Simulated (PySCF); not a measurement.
Molecule: `FC1=CCCC1`, C5H7F.

Molfile (atoms numbered from 1):
```
C5H7F
     RDKit          3D

 13 13  0  0  0  0  0  0  0  0999 V2000
   -1.5423    2.3391   -0.1048 F   0  0  0  0  0  0  0  0  0  0  0  0
   -0.7619    1.2741    0.0353 C   0  0  0  0  0  0  0  0  0  0  0  0
    0.5458    1.2873    0.2946 C   0  0  0  0  0  0  0  0  0  0  0  0
    1.0773   -0.1172    0.3100 C   0  0  0  0  0  0  0  0  0  0  0  0
   -0.2001   -0.9868    0.3470 C   0  0  0  0  0  0  0  0  0  0  0  0
   -1.3402   -0.0898   -0.1625 C   0  0  0  0  0  0  0  0  0  0  0  0
    1.1455    2.1898    0.4206 H   0  0  0  0  0  0  0  0  0  0  0  0
    1.6823   -0.3164   -0.5938 H   0  0  0  0  0  0  0  0  0  0  0  0
    1.7377   -0.3187    1.1691 H   0  0  0  0  0  0  0  0  0  0  0  0
   -0.0983   -1.9154   -0.2314 H   0  0  0  0  0  0  0  0  0  0  0  0
   -0.4082   -1.2772    1.3881 H   0  0  0  0  0  0  0  0  0  0  0  0
   -1.5705   -0.2532   -1.2311 H   0  0  0  0  0  0  0  0  0  0  0  0
   -2.2859   -0.2257    0.3864 H   0  0  0  0  0  0  0  0  0  0  0  0
  1  2  1  0
  2  3  2  0
  3  4  1  0
  4  5  1  0
  5  6  1  0
  6  2  1  0
  3  7  1  0
  4  8  1  0
  4  9  1  0
  5 10  1  0
  5 11  1  0
  6 12  1  0
  6 13  1  0
M  END
```

Geometry PBE0-D3(BJ)/def2-SVP throughout; GIAO in PySCF, gas phase, one conformer, non-relativistic; equivalent atoms averaged; basis pcSseg-1.

For orientation, wB97X-D gives these shifts δ (against CFCl3, TMS at the same level): F1 -112.0, C2 173.6, C3 108.6, C6 31.6, C4 29.1, C5 23.1, H8/H9 2.24, H12/H13 2.27, H10/H11 1.78 ppm.

A run gave: F1 -114.7, C2 172.3, C3 108.0, C6 31.9, C4 29.9, C5 23.2, H8/H9 2.31, H12/H13 2.31, H10/H11 1.81 ppm (shifts δ (against CFCl3, TMS at the same level)).

Q: Which functional was used in that run?
A. B97-2
B. CAM-B3LYP
C. LC-wPBE
D. PBE0
E. BHandHLYP

A: D. C3 tells them apart best: PBE0 gives 108.0, LC-wPBE gives 111.8, BHandHLYP gives 110.1, B97-2 gives 105.6, CAM-B3LYP gives 110.5 ppm.
